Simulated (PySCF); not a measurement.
PS⁺: frontier orbitals

BLYP at R = 1.834 Å; basis P 6-31G(d,p), S 6-31G(d,p); no relativity; PySCF 2.14. State: ¹Σ⁺ (singlet), closed shell. Only the outer orbitals are listed, counted within each symmetry.

```tsv
orbital	occ.	ε (eV)	on P (%)	main shells (%)
7σ	2	-27.30	34	60 S s, 26 P s
8σ	2	-20.45	56	56 P s, 33 S s, 10 S p
9σ	2	-15.74	55	41 S p, 38 P p, 15 P s
3π	2	-15.56	36	63 S p, 35 P p
3π	2	-15.56	36	63 S p, 35 P p
4π	0	-11.25	64	64 P p, 35 S p
4π	0	-11.25	64	64 P p, 35 S p
10σ	0	-6.20	81	73 P p, 31 S p
```

**Question.** Which are the highest filled and the lowest empty level, where do they sit, and how wide is the gap?

**Answer.** Highest filled 3π at -15.56 eV (in %: 63 S p, 35 P p); lowest empty 4π at -11.25 eV (in %: 64 P p, 35 S p); the gap at BLYP is 4.31 eV.

| Item | Value |
| --- | --- |
| bond order (Mayer) | 2.66 |
| ⟨S²⟩ | 0.000 |
| charge on P (Mulliken, basis-dependent) | 0.64 |
| charge on P (Löwdin, basis-dependent) | 0.62 |
| dipole moment (positive dipole points towards S; it is taken about the centre of mass and depends on that origin) | -1.22 D |
